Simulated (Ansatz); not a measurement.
# OPSi: the cost of one run

The runs use Ansatz 0.2.0, Gaussian basis; def2-TZVPP, core rule «outside noble gas», up to 11 orbitals frozen.

Plan: UHF; ROHF; CCSD(T) on UHF.

### 1 What is computed

The geometry is a PBE0/def2-TZVP stationary point (not a proven minimum) of the parent state, kept for this charge and spin.

3 atoms, charge 1, spin multiplicity 3.

Atoms are counted from 1 here; the program's logs count them from 0.

Bond lengths: O1–P2 1.484 Å, P2–Si3 2.271 Å. Angles: O1–P2–Si3 116.0°.

### 2 UHF

in.yaml

```yaml
crystal:
  periodic: [false, false, false]
  atoms:
    - {symbol: O, position_ang: [0.000000, -0.621986, 1.603231]}
    - {symbol: P, position_ang: [0.000000, 0.473546, 0.601473]}
    - {symbol: Si, position_ang: [0.000000, -0.167920, -1.576637]}
basis:
  gaussian: {orbitals: def2-TZVPP}
total_charge: 1
magnetization: {spin_polarized: true, initial_magnetization: 2}
hamiltonian: {xc: hf}
output: {orbitals: {seedname: orbitals}}
```

Launch:

```sh
$ ansatz run in.yaml --threads 1 --pin off --events-out ev --progress --plain --max-ram 4096MiB --backend cpu
```

**Question.** How long does this run take on 1 thread of AMD EPYC 7R13, shared host, and how much memory does it need?

About 24 s, with a peak of 0.33 GiB.
